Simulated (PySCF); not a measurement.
Species: 2-methylthiazole, C4H5NS.
Cartesian coordinates in Å at the GFN2-xTB level; atoms count from 1:
```
atom  x, y, z in Å
C1     1.9407   -0.0062    0.1345
C2     0.4650    0.0105    0.0236
N3    -0.3195   -0.9085    0.4498
C4    -1.6238   -0.6288    0.2141
C5    -1.8573    0.5490   -0.4163
S6    -0.3729    1.3590   -0.7378
H7     2.2498   -0.9209    0.6324
H8     2.2886    0.8528    0.7064
H9     2.3962    0.0400   -0.8536
H10   -2.3725   -1.3324    0.5299
H11   -2.7889    0.9881   -0.7090
```

The calculation used PBE0/pcSseg-1 in PySCF (dipole) on a GFN2-xTB geometry, gas phase.

Take the most abundant isotopes and a rigid rotor. 

Question: Give the principal moments of inertia and the rotational constants in MHz.

Answer: Ia = 95.06, Ib = 152.24, Ic = 244.17 u·Å²; 505379 MHz·u·Å²/I gives A = 5316, B = 3320, C = 2070 MHz.

Question: Classify the top.

Answer: An asymmetric top: κ = (2 × 3320 − 5316 − 2070)/(5316 − 2070) = -0.23.

Question: What does the inertial defect say?

Answer: Not planar: Δ = Ic − Ia − Ib = -3.13 u·Å². For a rigid frame Δ = −2 Σ m c², so Σ m c² = 1.57 u·Å² lies off the ab plane, practically all of it from hydrogen. The atom farthest from that plane is 0.88 Å away.

Question: Give the other two planar moments, Paa and Pbb, and the rms extents of the mass along the axes.

Answer: Paa = Σ m a² = (Ib + Ic − Ia)/2 = 150.67 and Pbb = Σ m b² = (Ia + Ic − Ib)/2 = 93.50 u·Å². With the mass M = 99.01 u, the rms extents √(P/M) along a, b and c are 1.23, 0.97, 0.13 Å.

Question: List the rotational levels J(Ka,Kc) to J = 2 (K).

Answer: Above 0(0,0), as E/k:
J = 1: 1(0,1) 0.259, 1(1,1) 0.354, 1(1,0) 0.414
J = 2: 2(0,2) 0.755, 2(1,2) 0.812, 2(1,1) 0.992, 2(2,1) 1.279, 2(2,0) 1.300
The levels of one J sum to (2J + 1)J(J + 1)(A + B + C)/3.

Question: Predict some low-J microwave lines.

Answer: The dipole components are |μa| = 0.07 D, |μb| = 1.14 D, |μc| = 0.00 D; the mirror of this Cs structure is the ab plane, so μc vanishes by symmetry and there are no c-type lines. Intensities carry the squares of the components, which stand as 0.00 : 1.00 (a : b). Some lines, for components of 0.1 D or more:

```
type  branch         J(Ka,Kc)    MHz  lower level (cm⁻¹)
   b       Q  2(1,1) ← 2(0,2)   4926               0.525
   b       Q  4(3,1) ← 4(2,2)  10284               2.292
   b       R  2(1,2) ← 1(0,1)  11526               0.180
   b       R  4(2,2) ← 3(3,1)  12555               1.873
   b       R  3(1,3) ← 2(0,2)  15235               0.525
   b       R  2(2,1) ← 1(1,0)  18019               0.288
   b       R  4(1,3) ← 3(2,2)  18428               1.428
   b       R  4(1,4) ← 3(0,3)  18947               1.016
   b       R  2(2,0) ← 1(1,1)  19698               0.246
   b       R  3(2,2) ← 2(1,1)  22158               0.689
   b       R  4(3,2) ← 3(2,1)  33648               1.492
   b       R  4(4,1) ← 3(3,0)  39919               1.877
   b       R  4(4,0) ← 3(3,1)  40037               1.873
```

Question: Estimate the classical rotational partition function at 50 K, 100 K and 298.15 K.

Answer: Point group Cs, symmetry number σ = 1; q = (√π/σ)·√((kT/h)³/(ABC)), k/h = 20836.6 MHz/K: 9860 at 50 K, 27900 at 100 K, 144000 at 298.15 K.

Not checked by GFN2-xTB frequencies. No vibrational averaging or centrifugal distortion is included, and the geometry carries the error of its method. A rigid rotor knows nothing of internal rotation, which can split or shift real lines. Quadrupole hyperfine structure (14N) is left out.

Hardware: one thread of an Arm Neoverse V2, no GPU, on a shared host. Cost: 9.8 s wall. This is the PBE0/pcSseg-1 job that gave the dipole, with the shieldings it also computed.
